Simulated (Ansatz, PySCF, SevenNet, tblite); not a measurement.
## How well does each level of theory give the cohesive energy of rock-salt MgS?

Reference value: 4.04 eV/atom (measured, corrected for zero-point motion; as tabulated in Goldzak et al. (2022), arXiv:2208.04865).

```
level (code)           value (eV/atom)  cell (Å³/atom)  error (eV/atom)
---------------------  ---------------  --------------  ---------------
GFN2-xTB (tblite)                 4.21           17.12            +0.17
SevenNet-l3i5                     3.81           17.86            -0.23
LDA (Ansatz)                      4.36           16.87            +0.32
PBE (Ansatz)                      3.72           17.88            -0.32
PBE-D3(BJ) (Ansatz)               4.08           17.12            +0.04
r²SCAN+rVV10 (Ansatz)             4.15           17.47            +0.11
r²SCAN0 (Ansatz)                  3.95           17.43            -0.09
Hartree–Fock (PySCF)       2.82 ± 0.04           18.43            -1.22
MP2 (PySCF)                 4.33 ± 0.1           17.33            +0.29
```

Leaving aside GFN2-xTB (doubt noted below), SevenNet-l3i5 (doubt noted below): Once the reference is moved by up to 0.03 eV/atom (a margin picked here for doubts on the reference and the settings) and values within 0.03 eV/atom count as equal, the nearest can be PBE-D3(BJ) (+0.04 eV/atom) or r²SCAN0 (-0.09 eV/atom). Farthest off among them: Hartree–Fock (-1.22 eV/atom). Within 0.2 eV/atom: PBE-D3(BJ), r²SCAN+rVV10, r²SCAN0.

Free atoms are spin-polarised, in the lowest state found; at levels without +SOC their spin–orbit coupling is left out.  A ± on a computed value is a rough bar: the spread of its extrapolation, a floor set from checks against published values, or a statistical error. GFN2-xTB: the free atoms are run in the same model without spin. GFN2-xTB: the method was fitted mainly to molecules. GFN2-xTB: the run uses a supercell at the zone centre in place of a k mesh. SevenNet-l3i5: free atoms can lie outside what these potentials were trained on. Each level is taken at its own relaxed cell. Cutoffs and k meshes differ between the levels. Ansatz's density-functional and Hartree–Fock values are scalar-relativistic unless marked +SOC, with PAW data made under PBE.

Machine-learned potentials (SevenNet-l3i5) are trained on DFT data: a solid inside that data is no test of them.

Differences are worked out from the printed values.

Ansatz is a program for electronic structure.
